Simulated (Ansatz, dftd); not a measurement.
Barrier from H (doublet) + CH3F (fluoromethane, SMILES CF) to the saddle point below; all geometries are those of the NHTBH38 set.
```xyz
6

H      0.0147     0.0000    -2.0009
F      0.0056     0.0000    -0.7625
C     -0.0066     0.0000     0.9061
H      1.0452     0.0000     1.1498
H     -0.5352     0.9125     1.1382
H     -0.5352    -0.9125     1.1382
```
Charge 0, spin multiplicity 2.

Wanted: barrier height (electronic, no zero-point energy), in kcal/mol. Radicals and triplets start from unrestricted determinants; spin-orbit coupling is neglected. Correlated methods leave the cores frozen. Rows without X2C or -DK are non-relativistic. CBS(X,Y): correlation extrapolated as X^-3, Hartree-Fock from the larger set. A bracket is a step between two methods taken in the basis named. The functionals are non-relativistic, so their misses hold any scalar relativity. Double hybrids freeze cores in their MP2 part. 'core' is core correlation in cc-pwCVTZ, 'X2C' scalar relativity in cc-pVTZ-DK, both at CCSD(T). Where a partner has so few electrons that a lower coupled-cluster level is exact, that level stands in. The UHF reference of CH4F (saddle point or complex, doublet) is spin-contaminated (<S^2> up to 0.07 over the pure value in the sets run).

Published benchmark value: 30.4 kcal/mol (Zhao et al., NHTBH38), a best estimate, not a measurement.

| level | program | barrier height (kcal/mol) | difference against that value |
|---|---|---|---|
| PBE-D4/def2-TZVPD | Ansatz + dftd4 | 18.4 | -12.0 |
| r2SCAN-D3(BJ)/def2-TZVPD | Ansatz + dftd3 | 19.4 | -11.0 |
| r2SCAN-D4/def2-TZVPD | Ansatz + dftd4 | 19.4 | -11.0 |
| r2SCAN/def2-TZVPD | Ansatz | 19.5 | -10.9 |
| wB97X-V/def2-TZVPD | Ansatz | 31.3 | 0.9 |
| wB97M-V/def2-TZVPD | Ansatz | 28.5 | -1.9 |
| B2PLYP-D4/def2-TZVPD | Ansatz + dftd4 | 26.7 | -3.7 |
| B2GP-PLYP/def2-TZVPD | Ansatz | 29.6 | -0.8 |
| MP2/aug-cc-pVDZ | Ansatz | 34.3 | 3.9 |
| CCSD/aug-cc-pVTZ | Ansatz | 31.8 | 1.4 |
| CCSD(T)/aug-cc-pVQZ | Ansatz | 30.1 | -0.3 |
| CCSDT(Q)/aug-cc-pVDZ | Ansatz | 28.7 | -1.7 |
| CCSD(T)/CBS(aug-cc-pVTZ,aug-cc-pVQZ) + [CCSDT(Q) - CCSD(T)]/aug-cc-pVDZ + core + X2C | Ansatz | 29.8 | -0.6 |

Ansatz is a quantum-chemistry and plane-wave program.
